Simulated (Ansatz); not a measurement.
Species: AlF3, charge 0, singlet. AlF3 (SMILES [F][Al]([F])[F]).
B3LYP-D3(BJ)/def2-TZVP minimum from Ansatz (a quantum-chemistry and plane-wave program):
```
Al
F 1 1.6342
F 1 1.6342 2 120.00
F 1 1.6342 2 120.00 3 -180.00
```

Total energies in cc-pV(D+d)Z, 24 correlated electrons, 8 frozen orbitals. Open shells are spin-unrestricted; no spin-orbit coupling. Correlated methods leave the cores frozen. No relativity.

```
method    program  energy (Eh)  minus CCSDT(Q) (mEh)
--------  -------  -----------  --------------------
HF         Ansatz   -540.47393                636.76
MP2        Ansatz   -541.09731                 13.38
CCSD       Ansatz   -541.09990                 10.79
CCSD(T)    Ansatz   -541.10877                  1.92
CCSDT(Q)   Ansatz   -541.11069                  0.00
```

Rough core times of Ansatz's runs on a shared machine: CCSD(T) under 20 s, CCSDT(Q) 4 min.
